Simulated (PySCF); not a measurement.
Fill in the blanks.

Species: TT, C6H4S2.
SMILES: `c1cc2sccc2s1`

```tsv
property	level	value
point group	PBE0-D3(BJ)/def2-SVP	?
rotational constants A, B, C	PBE0-D3(BJ)/def2-SVP	?
dipole moment	wB97X-D/def2-SVPD	0.00 D
HOMO energy	wB97X-D/def2-SVPD	-8.11 eV
LUMO energy	wB97X-D/def2-SVPD	?
lowest singlet excitation	TDDFT wB97X-D/def2-SVPD	?
lowest triplet excitation (Tamm–Dancoff)	TDA wB97X-D/def2-SVPD	3.38 eV
static isotropic polarisability	wB97X-D/def2-SVPD	102.5 au
vertical ionisation energy	ΔSCF wB97X-D/def2-SVPD	8.21 eV
electronic spatial extent ⟨r²⟩ about the centre of nuclear charge	wB97X-D/def2-SVPD	1147 bohr²
13C chemical shifts (computed TMS as zero) by class	GIAO PBE0/pcSseg-1	145.1 (2 C), 134.9 (2 C), 124.0 (2 C) ppm
1H chemical shifts (computed TMS as zero) by class	GIAO PBE0/pcSseg-1	?
isotropic shieldings of nuclei other than C and H, by class	GIAO PBE0/pcSseg-1	321 (2 S) ppm
```

The electronic properties come from PySCF, for the isolated species, density fitting. Isolated species at its PBE0-D3(BJ)/def2-SVP geometry, gas phase.

Problem. What is the point group?

Solution. C2h.

Problem. The rotational constants A, B, C?

Solution. 3.359, 1.327, 0.951 GHz.

Problem. The 1H chemical shifts (computed TMS as zero) by class?

Solution. 7.29 (2 H), 7.21 (2 H) ppm.

Problem. What is the LUMO energy?

Solution. 0.72 eV.

Problem. Give the lowest singlet excitation.

Solution. 5.01 eV (247 nm, f = 0.264).

The rotational constants make it an asymmetric top with κ = (2B − A − C)/(A − C) = -0.69, nearer the prolate limit (−1). With B = h/(8π²I), that is 505.379 GHz u Å² over I, the principal moments of inertia are 150.5, 380.8 and 531.2 u Å² (most abundant isotopes). The ΔSCF ionisation energy exceeds −ε(HOMO) by 0.10 eV with wB97X-D.
